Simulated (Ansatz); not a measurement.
`O/C=C(/F)Cl` + HCl → `OC=C(Cl)Cl` + H–F  (substitution at a C–F bond)

Computed with Ansatz on PBE0-D4/def2-TZVP structures; ΔE is electronic, products minus reactants. CCSD(T)/CBS adds triple-zeta CCSD(T) − MP2 to the extrapolated MP2 energy (def2 sets, frozen cores). This one scheme is used for every species. Functionals use def2-TZVPP. B3LYP here is the variant with VWN-RPA as its local correlation; programs differ in this. One conformer a species, not always the lowest.

```csv
level,ΔE (kJ/mol),difference from CCSD(T)/CBS
BLYP-D4,-18.1,12.5
PBE0-D4,-22.0,8.6
B3LYP-D4,-17.8,12.8
BHLYP-D4,-16.5,14.1
PBE-QIDH,-26.4,4.2
CAM-B3LYP,-8.5,22.1
MP2/def2-SVP,-15.0,15.6
CCSD/def2-SVP,-2.8,27.8
HF/def2-TZVPP,-4.3,26.3
MP2/def2-QZVPP,-41.5,-10.9
CCSD(T)/CBS,-30.6,0
```

Task: What do rigid-rotor, harmonic-oscillator terms from PBE0-D4/def2-TZVP frequencies (298.15 K, 1 bar) make of the CCSD(T)/CBS value? (Estimate.)

Result: Computed: ΔZPE = +3.7 kJ/mol, ΔH = -26.2 kJ/mol, ΔS = -3 J/(mol·K), ΔG = -25.3 kJ/mol.

Largest T1 diagnostic among the species: 0.012.

The D4 term adds −6.6 kJ/mol with B3LYP and −3.4 kJ/mol with PBE0; it sums over pairs of atoms, weighted by their polarisabilities, and B3LYP, whose exchange is more repulsive, gets the larger term. In def2-TZVPP, CCSD(T) changes the Hartree–Fock value by −18.9 kJ/mol (the triples alone add −3.5 kJ/mol) and MP2 by −32.9 kJ/mol. At CCSD(T), def2-SVP lies +26.1 kJ/mol from the extrapolated value and def2-TZVPP +7.4 kJ/mol.
